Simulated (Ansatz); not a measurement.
**A barrier at the coupled-cluster level**

Start structure (BNH$_{6}$, singlet), relaxed at PBE0-D4/def2-TZVP:

B1  (-0.455, -0.901, 0.903)
N2  (-0.108, 0.427, 0.713)
H3  (0.385, -1.675, 1.261)
H4  (-1.586, -1.240, 0.702)
H5  (0.731, 0.597, -2.109)
H6  (0.977, 0.879, -2.756)
H7  (-0.763, 1.131, 0.418)
H8  (0.820, 0.782, 0.868)
(Å)

The step: BNH₄ ([BH2][NH2]) + H₂ → BH₃ + NH₃ (still joined by a long B–N bond); bonds formed: B1–H6, N2–H5; bonds broken: H5–H6; bonds weakened to dative contacts: B1–N2. Program: Ansatz 0.2.0. Basis: def2-TZVPP and def2-QZVPP. Cores are frozen in the correlated methods. Extrapolation: Hartree–Fock as exp(−7.88 √X), correlation as X^−2.97. Energies below are by CCSD(T) at an estimated basis limit (MP2 extrapolated from triple and quadruple zeta, plus CCSD(T) − MP2 in triple zeta).

**Question.** What are the electronic barrier and the energy of the step, from the start structure to the end structure? (Judge from chemistry; the value comes from the calculation.)

**Answer.** Computed: Barrier 168.4 kJ/mol; step energy 0.6 kJ/mol (uphill); reverse barrier, their difference, 167.8 kJ/mol. Barrier and step energy count from the start structure, the reverse barrier from the end structure.

The saddle point: One imaginary mode of 1353i cm⁻¹.
| pair | start (Å) | saddle (Å) | end (Å) |
| --- | --- | --- | --- |
| B1–H6 | 4.31 | 1.36 | 1.21 |
| N2–H5 | 2.95 | 1.38 | 1.01 |
| B1–N2 | 1.39 | 1.57 | 1.64 |
| H5–H6 | 0.75 | 0.99 | 2.55 |

Zero-point energy (harmonic, PBE0-D4): ZPE is 156.3 kJ/mol at the start and 166.9 kJ/mol at the saddle, so the barrier goes from 168.4 to 179.1 kJ/mol.

No T1 diagnostic of these runs exceeds 0.014.

Labels in which every atom is bracketed show which atoms are joined, not bond orders.

For scale, one of the runs: CCSD(T)/def2-TZVPP, 146 basis functions, launched by `ansatz run in.yaml --threads 2 --pin off --events-out ev --progress --plain --max-ram 4352MiB`. Hardware: 2 CPU threads of an Arm Neoverse V2, shared host. Wall time 9 s; peak host memory 0.9 GiB.
